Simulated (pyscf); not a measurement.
## Four-centre exchange: B–F [singlet] + SiH₄ -> BH [singlet] + F–SiH₃

Gas phase, singlet surface, charge 0. Bonds broken: B1–F2, Si3–H4. Bonds formed: B1–H4, F2–Si3. Single points on ωB97X-D3(BJ)/def2-SVP structures (PySCF, gas phase). Correlated levels are frozen-core, on RHF or UHF. ΔMP2 is the change of the MP2 total energy from the triple- to the quadruple-zeta basis.

Transition state (Å):

```xyz
7

B      0.2995     1.5476     0.0211
F      0.9431     0.4834     0.9033
Si    -0.2296    -0.8932     0.3300
H     -0.5898     0.6209    -0.4504
H     -0.0238    -1.4388    -1.0385
H      0.5367    -1.7788     1.2581
H     -1.6255    -0.8516     0.8422
```

One imaginary mode, 395i cm⁻¹; descent along it reached the two sides named.

```csv
bond,change,reactant side (Å),saddle,product side
B1–F2,breaks,1.270,1.525,2.356
Si3–H4,breaks,1.491,1.741,2.9
B1–H4,forms,3.7,1.368,1.254
F2–Si3,forms,3.3,1.897,1.646
```

Electronic energies relative to the separated reactants (eV):

```tsv
level	barrier	reaction energy	reverse barrier
ωB97X-D3(BJ)/def2-TZVP	2.30	+1.84	0.47
PBE/def2-TZVP	2.12	+2.00	0.12
r²SCAN/def2-TZVP	2.18	+1.96	0.22
B3LYP-D3(BJ)/def2-TZVP	2.34	+1.85	0.49
PBE0-D3(BJ)/def2-TZVP	2.21	+1.93	0.28
M06-2X/def2-TZVP	2.33	+1.79	0.54
ωB97M-D3(BJ)/def2-TZVP	2.38	+1.89	0.49
HF/def2-TZVP	3.06	+1.62	1.44
MP2/def2-QZVPP	2.40	+1.78	0.62
CCSD/def2-TZVPP	2.51	+1.69	0.82
CCSD(T)/def2-TZVPP	2.42	+1.75	0.68
CCSD(T)/def2-TZVPP + ΔMP2(QZVPP)	2.39	+1.72	0.66
```

With CCSD(T)/def2-TZVPP + ΔMP2(QZVPP) energies and thermal terms (ideal gas, 1 atm, RRHO with modes under 100 cm⁻¹ raised to 100, one conformer, R ln 2 for rigid chiral ones), in eV:

```csv
T (K),ΔH‡,ΔG‡,ΔH,ΔG
298,2.40,2.76,+1.68,+1.67
600,2.40,3.14,+1.70,+1.64
900,2.41,3.50,+1.70,+1.62
1200,2.43,3.86,+1.71,+1.59
```

The same reactants have a lower exit, to F–BH–SiH₃ (barrier +2.00 eV at ωB97M-D3(BJ), against +2.38 eV here). One saddle was located; it need not be the lowest between these sides. The CCSD(T) − MP2 part came from Ansatz, without density fitting, on the same reference.
